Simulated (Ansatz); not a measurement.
Species: HS, SMILES `[SH]` (charge 0, multiplicity 2).

Q: Give a relaxed geometry from B3LYP-D3(BJ)/def2-TZVP (Ansatz, a first-principles code).

A: the end point of this relaxation (outside a Z-matrix the atoms follow the SMILES, hydrogens last).
Bonded distances (Å): S1–H2 1.347.
